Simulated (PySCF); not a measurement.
# CISD/STO-6G run of AlHCl2 (SMILES [H][Al]([Cl])[Cl])

What is the vertical ionisation energy of AlHCl2 at CISD/STO-6G? 

The results are computed with PySCF 2.14.0.

11 further runs of the same task are left out: 11 set aside as unsound or not needed.

### 1 Starting point

The species is AlHCl2 (4 atoms), meant as a singlet with charge 0. SMILES: `[H][Al]([Cl])[Cl]`. Geometry: a GFN2-xTB relaxation, a rough one for these elements and not checked as a minimum.

Bond lengths: Al1–Cl2 2.022 Å, Al1–Cl3 2.023 Å, Al1–H4 1.522 Å. Angles: Cl2–Al1–Cl3 124.1°, Cl2–Al1–H4 118.0°, Cl3–Al1–H4 117.9°.

### 2 The energy at CISD/STO-6G

Contents of calc.py:

```python
# AlCl2H
from pyscf import gto, ci

mol = gto.M(
    atom='''
Al  -0.047750  -0.080660  -0.000420
Cl   1.971850  -0.182600   0.014280
Cl  -1.095680   1.649890  -0.015830
H   -0.828410  -1.386630   0.001980
''',
    charge=0,
    basis='sto-6g',
    verbose=4,
    max_memory=1860,
)

mf = mol.RHF()
mf.conv_tol = 1e-10
mf.kernel()
if not mf.converged:
    mf = mf.newton().run(mf.mo_coeff, mf.mo_occ)

cisd = ci.CISD(mf, frozen=15)
cisd.kernel()
e_tot = cisd.e_tot
print('E(%s) = %.9f' % ('CISD', e_tot))
```

Run with:

```console
$ OMP_NUM_THREADS=1 python calc.py
```

Standard output:

```text
PySCF version 2.14.0

[INPUT] num. atoms = 4
[INPUT] num. electrons = 48
[INPUT] charge = 0
[INPUT] spin (= nelec alpha-beta = 2S) = 0
[INPUT] symmetry False subgroup None
[INPUT] Mole.unit = angstrom
[INPUT] Symbol           X                Y                Z      unit          X                Y                Z       unit  Magmom
[INPUT]  1 Al    -0.047750000000  -0.080660000000  -0.000420000000 AA   -0.090234422448  -0.152425309207  -0.000793684972 Bohr   0.0
[INPUT]  2 Cl     1.971850000000  -0.182600000000   0.014280000000 AA    3.726256458724  -0.345063990346   0.026985289059 Bohr   0.0
[INPUT]  3 Cl    -1.095680000000   1.649890000000  -0.015830000000 AA   -2.070535120163   3.117840235659  -0.029914364552 Bohr   0.0
[INPUT]  4 H     -0.828410000000  -1.386630000000   0.001980000000 AA   -1.565468018851  -2.620350936106   0.003741657727 Bohr   0.0

nuclear repulsion = 168.858064491441
number of shells = 16
number of NR pGTOs = 168
number of NR cGTOs = 28
basis = sto-6g
ecp = {}

******** <class 'pyscf.scf.hf.RHF'> ********
method = RHF
initial guess = minao
damping factor = 0
level_shift factor = 0
DIIS = <class 'pyscf.scf.diis.CDIIS'>
diis_start_cycle = 1
diis_space = 8
diis_damp = 0
SCF conv_tol = 1e-10
SCF conv_tol_grad = None
SCF max_cycles = 50
direct_scf = True
direct_scf_tol = 1e-13
Set gradient conv threshold to 1e-05
Initial guess from minao.
init E= -1157.19586793971
  HOMO = -0.420487853314376  LUMO = 0.139435045311873  gap/eV = 15.23628
cycle= 1 E= -1157.6739607302  delta_E= -0.478  |g|= 0.285  |ddm|= 2.14
  HOMO = -0.372142955812555  LUMO = 0.21100379890226  gap/eV = 15.86823
cycle= 2 E= -1157.71584148587  delta_E= -0.0419  |g|= 0.0468  |ddm|= 0.679
  HOMO = -0.382428645775014  LUMO = 0.259567418060326  gap/eV = 17.46960
cycle= 3 E= -1157.71680892306  delta_E= -0.000967  |g|= 0.0108  |ddm|= 0.0862
  HOMO = -0.383178765966129  LUMO = 0.259824545220311  gap/eV = 17.49701
cycle= 4 E= -1157.71689965596  delta_E= -9.07e-05  |g|= 0.00139  |ddm|= 0.0335
  HOMO = -0.383140405201921  LUMO = 0.259535379981999  gap/eV = 17.48810
cycle= 5 E= -1157.71690136771  delta_E= -1.71e-06  |g|= 0.000212  |ddm|= 0.00483
  HOMO = -0.383137121446121  LUMO = 0.259562524918886  gap/eV = 17.48875
cycle= 6 E= -1157.7169014147  delta_E= -4.7e-08  |g|= 2.59e-05  |ddm|= 0.0008
  HOMO = -0.383135053059168  LUMO = 0.259567205780991  gap/eV = 17.48882
cycle= 7 E= -1157.71690141536  delta_E= -6.53e-10  |g|= 3.15e-06  |ddm|= 9.46e-05
  HOMO = -0.383134961914409  LUMO = 0.259566847154288  gap/eV = 17.48881
cycle= 8 E= -1157.71690141536  delta_E= -5e-12  |g|= 2.5e-07  |ddm|= 9.02e-06
  HOMO = -0.383134932470479  LUMO = 0.259566889343292  gap/eV = 17.48881
Extra cycle  E= -1157.71690141536  delta_E=    0  |g|= 7.72e-08  |ddm|= 6.38e-07
converged SCF energy = -1157.71690141536

******** <class 'pyscf.ci.cisd.RCISD'> ********
CISD nocc = 9, nmo = 13
frozen orbitals 15
max_cycle = 50
direct = 0
conv_tol = 1e-09
max_cycle = 50
max_space = 12
lindep = 0
nroots = 1
Init t2, MP2 energy = -0.0312603636765803
RCISD converged
E(RCISD) = -1157.757641552126  E_corr = -0.04074013676507171
E(CISD) = -1157.757641552
```

Wall time 1 s (1 thread of Arm Neoverse V2, shared host); peak memory 0.12 GiB.

### 3 The doublet cation, same level

Contents of job.py:

```python
from pyscf import gto, ci

molecule = gto.Mole()
molecule.atom = [
    ('Al', (-0.047750, -0.080660, -0.000420)),
    ('Cl', (1.971850, -0.182600, 0.014280)),
    ('Cl', (-1.095680, 1.649890, -0.015830)),
    ('H', (-0.828410, -1.386630, 0.001980)),
]
molecule.verbose = 4
molecule.basis = 'sto-6g'
molecule.spin = 1
molecule.charge = 1
molecule.max_memory = 1860
molecule.build()

myscf = molecule.UHF()
myscf.conv_tol = 1e-10
myscf.kernel()
if not myscf.converged:
    myscf = myscf.newton().run(myscf.mo_coeff, myscf.mo_occ)

cisd = ci.CISD(myscf, frozen=15)
cisd.kernel()
etot = cisd.e_tot
print('E = %.10f Eh' % etot)
```

Run with:

```console
$ OMP_NUM_THREADS=1 python job.py
```

Standard output:

```text
PySCF version 2.14.0

[INPUT] num. atoms = 4
[INPUT] num. electrons = 47
[INPUT] charge = 1
[INPUT] spin (= nelec alpha-beta = 2S) = 1
[INPUT] symmetry False subgroup None
[INPUT] Mole.unit = angstrom
[INPUT] Symbol           X                Y                Z      unit          X                Y                Z       unit  Magmom
[INPUT]  1 Al    -0.047750000000  -0.080660000000  -0.000420000000 AA   -0.090234422448  -0.152425309207  -0.000793684972 Bohr   0.0
[INPUT]  2 Cl     1.971850000000  -0.182600000000   0.014280000000 AA    3.726256458724  -0.345063990346   0.026985289059 Bohr   0.0
[INPUT]  3 Cl    -1.095680000000   1.649890000000  -0.015830000000 AA   -2.070535120163   3.117840235659  -0.029914364552 Bohr   0.0
[INPUT]  4 H     -0.828410000000  -1.386630000000   0.001980000000 AA   -1.565468018851  -2.620350936106   0.003741657727 Bohr   0.0

[... 100 lines left out ...]
converged SCF energy = -1157.34334289582  <S^2> = 0.79233146  2S+1 = 2.0418927
[... 1 line left out ...]
******** <class 'pyscf.ci.ucisd.UCISD'> ********
CISD nocc = (np.int64(9), np.int64(8)), nmo = (13, 13)
frozen orbitals 15
max_cycle = 50
direct = 0
conv_tol = 1e-09
max_cycle = 50
max_space = 12
lindep = 0
nroots = 1
Init t2, MP2 energy = -0.0444616590818557
UCISD converged
E(UCISD) = -1157.404745968881  E_corr = -0.06140307305844916
E = -1157.4047459689 Eh
```

Wall time 1.1 s (1 thread of Arm Neoverse V2, shared host); peak memory 0.12 GiB.

### 4 Outcome

Level: CISD/STO-6G, 15 core orbitals frozen.

| quantity | value |
| --- | --- |
| singlet AlHCl2: total energy | -1157.75764 Eh |
| singlet AlHCl2: dipole moment (Hartree–Fock density) | 2.04 D |
| singlet AlHCl2: HOMO energy (Hartree–Fock orbitals) | -10.43 eV |
| singlet AlHCl2: LUMO energy (Hartree–Fock orbitals) | 7.06 eV |
| singlet AlHCl2: HOMO–LUMO gap (Hartree–Fock orbitals) | 17.49 eV |
| singlet AlHCl2: correlation energy (15 core orbitals frozen) | -40.7 mEh |
| doublet cation: total energy | -1157.40475 Eh |
| doublet cation: HOMO energy (Hartree–Fock orbitals) (highest over α and β) | -15.93 eV |
| doublet cation: LUMO energy (Hartree–Fock orbitals) (lowest over α and β) | -9.87 eV |
| doublet cation: correlation energy (15 core orbitals frozen) | -61.4 mEh |
| doublet cation: ⟨S²⟩ of the reference determinant | 0.792 |
| vertical ionisation energy (to the doublet cation) | 9.603 eV |

The vertical ionisation energy comes to 9.60 eV (927 kJ/mol). In a minimal basis such a difference can be off by several eV, whatever the method. Mulliken charges (doublet cation) of the mean-field density run from -0.14 on Cl3 to +1.25 on Al1.
